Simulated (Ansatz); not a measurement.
Run this with the Ansatz DFT code, driven from Python and show what comes out.

`input.yaml`
```yaml
crystal:
  periodic: [false, false, false]
  atoms:
    - { symbol: C, position_ang: [2.3627, -0.6903, 0.3227] }
    - { symbol: C, position_ang: [1.4659, 0.2283, 0.0598] }
    - { symbol: C, position_ang: [1.0847, 1.5536, -0.0604] }
    - { symbol: C, position_ang: [0.1944, 0.6103, -0.3071] }
    - { symbol: C, position_ang: [-1.1388, 0.2048, -0.6972] }
    - { symbol: C, position_ang: [-1.8341, -0.6026, 0.3882] }
    - { symbol: H, position_ang: [2.1153, -1.7439, 0.2605] }
    - { symbol: H, position_ang: [3.3723, -0.4181, 0.6087] }
    - { symbol: H, position_ang: [1.2635, 2.592, -0.0251] }
    - { symbol: H, position_ang: [-1.743, 1.0898, -0.9266] }
    - { symbol: H, position_ang: [-1.0898, -0.3922, -1.6147] }
    - { symbol: H, position_ang: [-1.2836, -1.5222, 0.6147] }
    - { symbol: H, position_ang: [-2.8405, -0.8848, 0.0623] }
    - { symbol: H, position_ang: [-1.929, -0.0248, 1.3141] }
basis:
  gaussian: { orbitals: def2-SVP }
hamiltonian:
  xc: hf
output:
  forces: true
```

The script, `c6h8.py`:
```python
"""Run C6H8 from an input written out key by key."""

import ansatz
import numpy as np


def main() -> None:
    session = ansatz.Session.from_deck("input.yaml")
    report = session.plan(threads=1).execute().report

    print(f"E = {report['free_energy_ev']:.6f} eV = {report['free_energy_ev'] / 27.211386246:.7f} Ha")
    print("converged:", report["converged"], " doubts:", report["published_state_doubts"] or "none")
    symbols = ["C", "C", "C", "C", "C", "C", "H", "H", "H", "H", "H", "H", "H", "H"]
    state = report["mean_field"]["state"]
    print(f"mean field: {state['energy']['hartree']:.7f} Ha, <S^2> = {abs(state['spin_squared']):.4f}, stability: {state.get('stability', {}).get('kind')}")

    forces = np.array(report["forces_ev_ang"])
    print("largest force", round(float(np.linalg.norm(forces, axis=1).max()), 4), "eV/A, rms", round(float(np.sqrt((forces ** 2).mean())), 4))
    charges = report["charge_distribution"]
    print("dipole moment", round(4.803205 * float(np.linalg.norm(charges["dipole_moment_e_ang"])), 3), "D")
    print("Mulliken:", [(s, round(q, 3)) for s, q in zip(symbols, charges["mulliken_charges_e"])])


if __name__ == "__main__":
    main()
```

```console
$ python c6h8.py
E = -6301.597309 eV = -231.5794297 Ha
converged: True  doubts: none
mean field: -231.5794297 Ha, <S^2> = 0.0000, stability: minimum
largest force 2.2204 eV/A, rms 0.6412
dipole moment 2.924 D
Mulliken: [('C', -0.259), ('C', 0.071), ('C', -0.119), ('C', 0.003), ('C', 0.017), ('C', -0.059), ('H', 0.024), ('H', 0.028), ('H', 0.048), ('H', 0.043), ('H', 0.063), ('H', 0.053), ('H', 0.044), ('H', 0.043)]
```

Notes:
- The settings weren't tested for convergence.
- The geometry is a force-field or estimated start, not a minimum of this method, and the basis set is short of its limit.
- The whole script took 4.6 s on 1 thread of Intel(R) Xeon(R) Platinum 8375C CPU @ 2.90GHz (Ice Lake), with other jobs on the host, peak memory 0.3 GiB.

(Lines on the test bed's own set-up are left out of the output.)
